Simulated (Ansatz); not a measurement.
Molecule: CH5Si, net charge 0, doublet state. It need not be the lowest isomer of its formula. 
Coordinates optimised at B3LYP-D3(BJ)/def2-TZVP (Ansatz, an electronic-structure program):
SMILES: [SiH3][CH2]
```xyz
7

C     -0.0097     0.1411    -1.2607
Si     0.0046    -0.0671     0.5695
H     -0.9250     0.2758    -1.8259
H      0.8972     0.1766    -1.8533
H     -0.0125     1.2498     1.2616
H     -1.1932    -0.8210     1.0128
H      1.2278    -0.7881     0.9952
```
Charge 0, spin multiplicity 2.

Basis-set convergence of Hartree-Fock and CCSD(T) correlation energies (hartree) with Ansatz. Cores are frozen in the correlated levels unless marked. UHF or UKS for open shells. Spin-orbit coupling is left out. Non-relativistic.

| basis | functions | E(HF) | E(corr, CCSD(T)) |
|---|---|---|---|
| def2-SVP | 57 | -329.54298 | -0.26913 |
| def2-TZVPP | 143 | [?] | [?] |

Fill in the missing entries.


- def2-TZVPP, E(HF): -329.69202
- def2-TZVPP, E(corr, CCSD(T)): -0.32729
